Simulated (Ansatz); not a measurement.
# One shape, several levels: CH2NSi (SMILES N#C[SiH2])

Aim: a comparison of 6 runs (U-wB97M-V/STO-3G, UB2PLYP/STO-3G, UB3LYP/STO-3G, RPA@PBE/STO-3G, UCCSDT(Q)/STO-3G, UCCSD(T)/STO-3G) of CH2NSi. 

The calculation is run with Ansatz 0.2.0.

74 further runs of the same task are left out: 5 that didn't finish, 69 set aside as unsound or not needed.

## Step 1: The structure to begin with

The species is CH2NSi (5 atoms), meant as a doublet with charge 0. SMILES: `N#C[SiH2]`. The C2–N1 distance was set to 1.443 Å, away from the relaxed value.

Bond lengths: N1–C2 1.443 Å, C2–Si3 1.830 Å, Si3–H4 1.480 Å, Si3–H5 1.480 Å. Angles: N1–C2–Si3 175.8°, C2–Si3–H4 109.4°, C2–Si3–H5 109.4°, H4–Si3–H5 114.2°.

## Step 2: The energy at U-wB97M-V/STO-3G (run 1)

The input, job.yaml:

```yaml
crystal:
  periodic: [false, false, false]
  atoms:
    - {symbol: "N", position_ang: [1.160762, -1.367684, 1.789377]}
    - {symbol: C, position_ang: [0.565900, -0.625200, 0.703900]}
    - {symbol: Si, position_ang: [-0.092000, 0.267800, -0.751900]}
    - {symbol: H, position_ang: [-1.455400, -0.223000, -1.053700]}
    - {symbol: H, position_ang: [-0.010400, 1.726000, -0.511800]}
basis:
  gaussian:
    orbitals: STO-3G
magnetization:
  spin_polarized: true
  initial_magnetization: 1
hamiltonian:
  xc: {name: wB97M-V}
accuracy: high
```

The run is started by

```bash
$ ansatz run job.yaml --threads 1 --pin off --max-ram 2610MiB --events-out events.jsonl --progress --plain --runs-dir runs
```

Log:

```text
Warning: RAYON_NUM_THREADS=1 ignored (pool sized by the plan → 1); use --threads N
Functional definition: wB97M-V
  name "wB97M-V"
  parameter omega = 0.3/bohr
  parameter cx = 0.15
  parameter cx01 = 1.007
  parameter cx10 = 0.259
  parameter css00 = 0.443
  parameter css04 = -1.437
  parameter css10 = -4.535
  parameter css20 = -3.390
  parameter css43 = 4.278
  parameter cos00 = 1.000
  parameter cos10 = 1.358
  parameter cos20 = 2.924
  parameter cos21 = -8.812
  parameter cos60 = -1.390
  parameter cos61 = 9.142
  parameter b = 6.0
  parameter c = 0.01
  gx(w, u) = 1 - cx + cx01*u + cx10*w
  gss(w, u) = css00 + css04*u^4 + css10*w + css20*w^2 + css43*w^4*u^3
  gos(w, u) = cos00 + cos10*w + (cos20 + cos21*u)*w^2 + (cos60 + cos61*u)*w^6
  exchange = spin_sum(e_x_unif_sr(omega)*gx(b97_w, b97_u_x)) + cx*exact_x_sr(omega) + exact_x_lr(omega)
  correlation = spin_sum(e_c_pw_mod_same_spin*gss(b97_w, b97_u_same))
      + integral(e_c_pw_mod_opposite_spin*gos(b97_w_opposite, b97_u_opposite)) + vv10(b, c)
371 factors; integrals over basis functions are off by at most 1.7e-8 eV
156 factors; integrals over basis functions are off by at most 1.3e-9 eV
mean field evaluation 1: about -10301.9175 eV, gradient 3.2e1 eV
mean field evaluation 2: about -10278.6333 eV, gradient 7.0e1 eV
mean field evaluation 4: about -10309.0579 eV, gradient 1.6e0 eV
mean field evaluation 8: about -10309.1700 eV, gradient 3.1e-1 eV
mean field evaluation 16: about -10309.0963 eV, gradient 1.7e-2 eV
mean field evaluation 32: about -10309.0963 eV, gradient 1.7e-8 eV
mean field -10309.09628607 eV, -378.8523007565 hartree, gradient 1.7e-8 eV, S^2 0.957807; 2 other end points of the search recorded, 0 dependent functions left out
reference -10309.09628831 eV, -378.8523008391 hartree; 15, 14 occupied and 6, 7 virtual orbitals, 371 factors
Total energy: -10309.09628831 eV, -378.8523008391 hartree
```

Wall time 33 s (1 thread of Arm Neoverse V1, shared host); peak memory 0.51 GiB.

## Step 3: A single-point energy at UB2PLYP/STO-3G (run 2)

The input, in.yaml:

```yaml
crystal:
  periodic: [false, false, false]
  atoms:
    - symbol: "N"
      position_ang: [1.160762, -1.367684, 1.789377]
    - symbol: C
      position_ang: [0.565900, -0.625200, 0.703900]
    - symbol: Si
      position_ang: [-0.092000, 0.267800, -0.751900]
    - symbol: H
      position_ang: [-1.455400, -0.223000, -1.053700]
    - symbol: H
      position_ang: [-0.010400, 1.726000, -0.511800]
basis:
  gaussian: {orbitals: STO-3G}
accuracy: high
correlation: {frozen_orbitals: {C: 1, H: 0, "N": 1, Si: 5}}
magnetization: {spin_polarized: true, initial_magnetization: 1}
hamiltonian: {xc: {name: B2PLYP}}
```

The run is started by

```bash
$ ansatz run in.yaml --threads 1 --pin off --max-ram 2610MiB --events-out events.jsonl --progress --plain --runs-dir runs
```

Log, shortened:

```text
Warning: RAYON_NUM_THREADS=1 ignored (pool sized by the plan → 1); use --threads N
Functional definition: B2PLYP
  name "B2PLYP"
[...]
371 factors; integrals over basis functions are off by at most 1.7e-8 eV
[...]
mean field -10299.79426809 eV, -378.5104579009 hartree, gradient 2.4e-8 eV, S^2 1.580052; 6 other end points of the search recorded, 0 dependent functions left out
7 core orbitals not correlated: weight in the atoms' cores, before any rotation towards them, 1.000 or more for the frozen orbitals, at most 0.000 for the correlated occupied ones
reference -10299.79428530 eV, -378.5104585334 hartree; 8, 7 occupied and 6, 7 virtual orbitals, 371 factors
second order -4.97056072 eV of doubles, -0.00000000 eV of singles
Total energy: -10301.13633669 eV, -378.5597780125 hartree
```

Wall time 5.1 s (1 thread of Arm Neoverse V1, shared host); peak memory 0.13 GiB.

## Step 4: The energy at UB3LYP/STO-3G (run 3)

The input, molecule.yaml:

```yaml
basis:
  gaussian:
    orbitals: STO-3G
crystal:
  periodic: [false, false, false]
  atoms:
    - {symbol: N, position_ang: [1.160762, -1.367684, 1.789377]}
    - {symbol: C, position_ang: [0.565900, -0.625200, 0.703900]}
    - {symbol: Si, position_ang: [-0.092000, 0.267800, -0.751900]}
    - {symbol: H, position_ang: [-1.455400, -0.223000, -1.053700]}
    - {symbol: H, position_ang: [-0.010400, 1.726000, -0.511800]}
magnetization:
  spin_polarized: true
  initial_magnetization: 1
hamiltonian:
  xc: {name: B3LYP}
accuracy: high
```

The run is started by

```bash
$ ansatz run molecule.yaml --threads 1 --pin off --max-ram 2610MiB --events-out events.jsonl --progress --plain --runs-dir runs
```

Log:

```text
Warning: RAYON_NUM_THREADS=1 ignored (pool sized by the plan → 1); use --threads N
Functional definition: B3LYP
  name "B3LYP"
  parameter a0 = 0.2
  parameter ax = 0.72
  parameter ac = 0.81
  exchange = (1 - a0 - ax)*slater_x + ax*b88_x + a0*exact_x
  correlation = (1 - ac)*vwn_rpa_c + ac*lyp_c
371 factors; integrals over basis functions are off by at most 1.7e-8 eV
mean field evaluation 1: about -10302.6424 eV, gradient 3.0e1 eV
mean field evaluation 2: about -10226.0640 eV, gradient 9.5e1 eV
mean field evaluation 4: about -10308.3652 eV, gradient 7.2e0 eV
mean field evaluation 8: about -10308.9548 eV, gradient 3.5e-1 eV
mean field evaluation 16: about -10308.8792 eV, gradient 8.5e-4 eV
mean field evaluation 32: about -10308.8314 eV, gradient 5.8e-1 eV
mean field -10308.87921944 eV, -378.8443237051 hartree, gradient 5.0e-8 eV, S^2 0.940940; 2 other end points of the search recorded, 0 dependent functions left out
reference -10308.87924614 eV, -378.8443246865 hartree; 15, 14 occupied and 6, 7 virtual orbitals, 371 factors
Total energy: -10308.87924614 eV, -378.8443246865 hartree
```

Wall time 2.5 s (1 thread of Arm Neoverse V1, shared host); peak memory 0.13 GiB.

Runs 4 to 5 aren't shown in full; the table further down has their settings and results.

## Step 5: A single-point energy at UCCSD(T)/STO-3G (run 6)

The input, input.yaml:

```yaml
crystal:
  periodic: [false, false, false]
  atoms:
    - {symbol: "N", position_ang: [1.160762, -1.367684, 1.789377]}
    - {symbol: C, position_ang: [0.565900, -0.625200, 0.703900]}
    - {symbol: Si, position_ang: [-0.092000, 0.267800, -0.751900]}
    - {symbol: H, position_ang: [-1.455400, -0.223000, -1.053700]}
    - {symbol: H, position_ang: [-0.010400, 1.726000, -0.511800]}
basis:
  gaussian: {orbitals: STO-3G}
correlation: {method: ccsd_t, frozen_orbitals: {C: 1, H: 0, "N": 1, Si: 5}}
accuracy: high
scf: {omitted_lower_state_checks: [cluster_reference, increment]}
magnetization: {spin_polarized: true, initial_magnetization: 1}
```

The run is started by

```bash
$ ansatz run input.yaml --threads 1 --pin off --max-ram 2610MiB --events-out events.jsonl --progress --plain --runs-dir runs
```

Log, shortened:

```text
Warning: RAYON_NUM_THREADS=1 ignored (pool sized by the plan → 1); use --threads N
Functional definition: HF
  name "HF"
[...]
371 factors; integrals over basis functions are off by at most 1.7e-8 eV
[...]
mean field -10280.84762480 eV, -377.8141816027 hartree, gradient 2.0e-8 eV, S^2 2.144180; 3 other end points of the search recorded, 0 dependent functions left out
7 core orbitals not correlated: weight in the atoms' cores, before any rotation towards them, 1.000 or more for the frozen orbitals, at most 0.000 for the correlated occupied ones
reference -10280.84762480 eV, -377.8141816027 hartree; 8, 7 occupied and 6, 7 virtual orbitals, 371 factors
second order -2.31973101 eV of doubles, -0.00000000 eV of singles
cycle   1  -2.86107239 eV  change   -5.4e-1 eV  update   1.0e-1
[...]
cycle  40  -4.71715755 eV  change    1.1e-9 eV  update  8.2e-10
perturbative correction -0.08655553 eV, -0.0031808570 hartree
Total energy: -10285.65133788 eV, -377.9907148022 hartree
Checks for a lower state left out: cluster_reference, increment
```

It took 0.52 s on 1 thread of Arm Neoverse V1, shared host.

## Step 6: All runs side by side

```
run             level  frozen core orbitals  energy (Eh)   ⟨S²⟩  wall time
  1  U-wB97M-V/STO-3G                     –  -378.852301  0.958       33 s
  2    UB2PLYP/STO-3G                     7  -378.559778  1.580      5.1 s
  3     UB3LYP/STO-3G                     –  -378.844325  0.941      2.5 s
  4    RPA@PBE/STO-3G                     7  -378.063345  0.786      2.9 s
  5  UCCSDT(Q)/STO-3G                     7  -377.993026  2.144      2.4 s
  6   UCCSD(T)/STO-3G                     7  -377.990715  2.144     0.52 s
```

## Step 7: What came out

| quantity | value |
| --- | --- |
| run 6: total energy | -377.99071 Eh |
| run 6: correlation energy (7 core orbitals frozen) | -176.5 mEh |
| run 6: (T) correction | -3.18 mEh |
| run 6: ⟨S²⟩ of the reference determinant | 2.144 |
| run 6: T1 diagnostic | 0.101 |

Totals of different functionals can't be ranked against each other. In runs 1, 2, 3, 4, 5, 6 the basis is minimal, so the values are rough. Spin contamination of the reference: run 5 ⟨S²⟩ = 2.14, run 6 ⟨S²⟩ = 2.14, run 2 ⟨S²⟩ = 1.58, run 1 ⟨S²⟩ = 0.96, run 3 ⟨S²⟩ = 0.94. Where it is this large, the reference is a mixture of spin states, and values that rest on it are in doubt. All runs together took 46 s, the longest 33 s.
